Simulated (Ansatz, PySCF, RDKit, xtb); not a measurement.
**Si2PH2: from the formula to a structure**

Task: start from the formula Si2PH2 (odd number of electrons), draw up candidate structures, narrow them down in stages, and characterise the one that lies lowest at 298.15 K.

The funnel: GFN2-xTB relaxations, single points with a density functional, relaxations at B3LYP-D3(BJ)/def2-SVP, harmonic vibrations, and a last energy at a higher level. All values are calculated.

6 further runs of the same task are left out: 6 set aside as unsound or not needed.

## (1) Candidates

A program enumerates the bonding patterns with one Lewis structure each (two rings at most, one unusual centre or charged pair), with their diastereomers. O–O, O–halogen and N–halogen bonds and N–N–N chains are not drawn. That gives 12 candidates.

```
label            SMILES     spin
 c116      [SiH2][Si]#P  doublet
 c165    [SiH][SiH]=[P]  doublet
 c314    [Si]=[SiH][PH]  doublet
 c516  [Si]#[P@@H][SiH]  doublet
 c537     [Si]1=[SiH]P1  doublet
 c539    [Si]1=P[SiH2]1  doublet
 c546     [SiH]=P#[SiH]  doublet
 c559      [SiH]=[Si]=P  doublet
 c796        [Si]#[Si]P  doublet
 c817     [Si]#P=[SiH2]  doublet
 c838   [Si]#[P@H][SiH]  doublet
 c902    [SiH]1[SiH]=P1  doublet
```

Candidates are built by distance geometry, with a force field where one applies, in up to four conformers (letters a to d). 6 starts with atoms placed at random are added, to find patterns that the rules miss.

Q: Predict the outcome of this search (final energies at CCSD(T)/def2-SVP + MP2/def2-TZVPP - MP2/def2-SVP).

| quantity | value |
| --- | --- |
| lowest structure found | [Si]1=P[SiH2]1, doublet, Cs |
| next finalist | [Si]1=[SiH]P1, doublet, 19.1 kcal/mol higher in G |
| share at equilibrium, among the finalists | 100.0 % |
| harmonic wavenumbers, lowest and highest (B3LYP-D3(BJ)/def2-SVP) | 163 and 2230 cm⁻¹ |
| rotational constants, same geometry | 0.2551, 0.1694, 0.1056 cm⁻¹ |
| dipole moment (PBE0/def2-TZVPD) | 1.04 D |
| HOMO energy (highest over α and β) (PBE0/def2-TZVPD) | -6.64 eV |
| LUMO energy (lowest over α and β) (PBE0/def2-TZVPD) | -3.94 eV |
| lowest excitation (TD-B3LYP/def2-SVPD) | 1.18 eV (f = 0.000) |
| vertical ionisation energy (to the singlet cation) | 8.57 eV |
| vertical electron affinity | 2.24 eV |
| vertical quartet less doublet | +2.39 eV |

`[Si]1=P[SiH2]1` comes out lowest. The margin of 19.1 kcal/mol over the next finalist is beyond the usual error of the last level; it says nothing of structures that weren't ranked. HF/STO-3G, r2SCAN-D4/def2-SVP, B3LYP-D3(BJ)/def2-SVP, HF/def2-SVP and MP2/def2-SVP already put its bonding pattern lowest among the structures in one piece; GFN2-xTB favours the doublet [SiH2][Si]#P (c116a, not a finalist). A large T1 diagnostic among the finalists warns that one reference determinant may not suffice. It concerns: the finalist [Si]1=[SiH]P1 (doublet). The stability test raises a flag; for an open shell a flag towards a general spinor solution can be the free rotation of the spin. The search is not exhaustive (a finite list of starts, one conformer a finalist), so a lower isomer can't be ruled out.
